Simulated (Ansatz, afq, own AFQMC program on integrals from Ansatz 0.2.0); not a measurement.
## Te, triplet: AFQMC among the cluster methods

A free Te atom.

Basis def2-SVP with its core potentials. Only valence electrons are correlated. Integrals, coupled cluster, full CI and functionals: Ansatz 0.2.0; the random walks run on the same integrals in our own AFQMC program. The CISD trial takes its coefficients from CCSD amplitudes. Released means that phaseless walkers are propagated on without the constraint, phases kept. Free AFQMC starts from the CCSD state and is never constrained. Its projection time is finite, and what remains of the start isn't in its error. Uncertainties: one standard error, sampling alone. No spin–orbit coupling.

Determinant: UHF, the one that the program's search chose, which needn't be the lowest solution.

Full CI on the same integrals is exact in this basis and with this determinant's frozen core.

Cautions: no spin-orbit coupling; inner d shell frozen; the ph-AFQMC/HF walk drifts between its halves (2.4 errors).

- T1 diagnostic: 0.0072
- weight of the determinant in the CISD state: 0.949
- ⟨S²⟩ of the determinant: 2.007
- size of the correlated space: 6 electrons in 17 orbitals

```json
{"level": "MP2", "correlation energy (eV)": "-1.6278"}
{"level": "CCSD", "correlation energy (eV)": "-2.0037"}
{"level": "CCSD(T)", "correlation energy (eV)": "-2.0244"}
```

Question: Estimate where AFQMC with the constraint released lies against CCSD(T) on the same integrals.

Answer: 0.25 ± 0.02 mEh below CCSD(T).

Reference: full CI, correlation energy -2.032 eV. The released energy is read at 1.50 1/Eh (meV from the phaseless value at times in 1/Eh: -3.1 ± 0.3 at 0.24, -3.6 ± 0.4 at 0.50, -4.4 ± 0.4 at 1.00, -4.1 ± 0.5 at 1.50).

```tsv
level	E − E(reference) (mEh)	share of correlation (%)
CCSD(T)	0.29	99.61
CCSDT	0.10	99.86
CCSDT(Q)	0.02	99.98
CCSDTQ	0.00	100.00
ph-AFQMC/HF	2.17 ± 0.44	97.10
ph-AFQMC/CISD	0.19 ± 0.09	99.75
released AFQMC	0.04 ± 0.02	99.95
free AFQMC	-0.01 ± 0.01	100.01
```

CCSDT and higher add their correlation energy to the determinant of the CCSD(T) run, since their own runs factorise the integrals more tightly (a shift of under 2 meV). Free projections are given only where their last times agree within the noise and don't stop above the reference; a slow remainder of the start can still hide under it. A walk keeps the symmetry of its determinant, which the program's search chose and which needn't be the lowest solution, so a lower state of the same spin and another symmetry isn't excluded. Released energies are given only where the last usable release times agree within the noise; a slower fall can still hide under it.
